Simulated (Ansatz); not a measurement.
What a trial cell of TlGa relaxes into

Theory: DFT PBE, scalar-relativistic, plane waves, PAW (Ansatz 0.2.0). Cutoff 420 eV, Γ-centred k mesh, Gaussian smearing, no spin polarisation in the final step.

TlGa was placed on the litharge structure type (P4/nmm, No. 129), with Tl in place of Pb, Ga in place of O, at a guessed volume.

```xyz
4
Lattice="4.2534 0.0000 0.0000 0.0000 4.2534 0.0000 0.0000 0.0000 5.3746" Properties=species:S:1:pos:R:3 pbc="T T T"
Tl    0.0000    2.1267    1.2636
Tl    2.1267    0.0000    4.1110
Ga    0.0000    0.0000    0.0000
Ga    2.1267    2.1267    0.0000
```

Steps on the 4×4×4 mesh (4 atoms). 10 of 10 steps are shown, and the free energy counts from the last. Trial steps that were taken back and renewals of the plane-wave basis can be among the rows.

```
step  ΔF (meV/atom) V (Å³/atom) P (GPa) largest force component (eV/Å)
   1         1020.7        24.31    25.13                           4.449
   2          406.7        26.97     8.69                           2.315
   3          205.5        27.66     3.07                           1.286
   4          104.2        27.50     0.21                           0.737
   5           39.1        26.65    -0.50                           0.409
   6            9.3        25.47     0.80                           0.146
   7            4.1        25.50     0.93                           0.021
   8            2.0        26.10     0.57                           0.083
   9            0.5        26.48    -0.09                           0.018
  10            0.0        26.48    -0.11                           0.018
```

Steps on the 12×12×8 mesh (4 atoms). 11 of 17 steps are shown, and the free energy counts from the last.

| step | ΔF (meV/atom) | V (Å³/atom) | P (GPa) | largest force component (eV/Å) |
| --- | --- | --- | --- | --- |
| 1 | 68.2 | 26.48 | -0.20 | 0.236 |
| 2 | 60.5 | 26.41 | -0.23 | 0.146 |
| 4 | 56.2 | 26.55 | -0.27 | 0.031 |
| 5 | 53.9 | 26.58 | -0.20 | 0.004 |
| 7 | 30.9 | 26.51 | -0.02 | 0.021 |
| 8 | 20.4 | 26.12 | 0.35 | 0.088 |
| 10 | 19.0 | 26.35 | -0.04 | 0.032 |
| 13 | 5.3 | 26.29 | 0.66 | 0.025 |
| 14 | 0.4 | 26.74 | 0.29 | 0.003 |
| 16 | 0.2 | 27.02 | -0.01 | 0.000 |
| 17 | 0.0 | 27.02 | -0.01 | 0.000 |

A final relaxation ran on a 12×12×8 mesh. The relaxed crystal, P4/nmm (No. 129):

Space group P4/nmm:1 (No. 129). a = 3.801 Å, b = 3.801 Å, c = 7.484 Å, α = 90.00°, β = 90.00°, γ = 90.00°
```csv
atom,site,symmetry,x,y,z
Tl,2c,4mm,0.0000,0.5000,0.3539
Ga,2a,-4m2,0.0000,0.0000,0.0000
```

- Volume per atom: 27.02 Å³
- Density: 8.42 g/cm³
- Energy over the elements: 0.08 eV/atom
- Gap on the 12×12×8 mesh: 0 eV (a metal)

Energies over the elements count from the elements' standard structures at the same level, with no empirical corrections.

The final run used a 12×12×8 mesh on its 4-atom cell and 0.10 eV smearing. The k mesh leaves about 4 meV/atom of noise in metals. Spin–orbit coupling is left out.

Symmetry constrained the relaxation, so the result can be a saddle point.

Cost: 3 runs of about 8.8 core-minutes in all, on Arm Neoverse V2 (shared hosts).